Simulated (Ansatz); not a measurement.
Compare A (`CN1CN=C1O`) with its isomer B (`CN(C=N)C=O`).

Program: Ansatz. Geometries: PBE0-D4/def2-TZVP. ΔE: electronic, gas phase. CCSD(T)/CBS adds triple-zeta CCSD(T) − MP2 to the extrapolated MP2 energy (def2 sets, frozen cores). DFT in def2-TZVPP. B3LYP here is the variant with VWN-RPA as its local correlation; programs differ in this. One conformer a species, not always the lowest.

Which is lower in electronic energy at CCSD(T)/CBS, and by how much? (Estimate.)

The calculation gave: B, by 26.4 kcal/mol.

Give E(B) − E(A) in kcal/mol with CCSD/def2-TZVPP, CCSD(T)/def2-TZVPP, B3LYP-D4, B3LYP, HF/def2-TZVPP, r2SCAN-D4, ωB97M-V. (Estimate.)

Computed: CCSD/def2-TZVPP -26.2, CCSD(T)/def2-TZVPP -26.8, B3LYP-D4 -30.8, B3LYP -30.8, HF/def2-TZVPP -28.9, r2SCAN-D4 -28.6, ωB97M-V -25.8. None reverses the order clearly.

Largest T1 diagnostic: 0.015.

In def2-TZVPP, CCSD(T) changes the Hartree–Fock value by +2.1 kcal/mol (the triples alone add −0.5 kcal/mol) and MP2 by +3.0 kcal/mol. From PBE to PBE0 (25 % exact exchange), in def2-TZVPP and without D4, E(B) − E(A) moves by +2.7 kcal/mol.
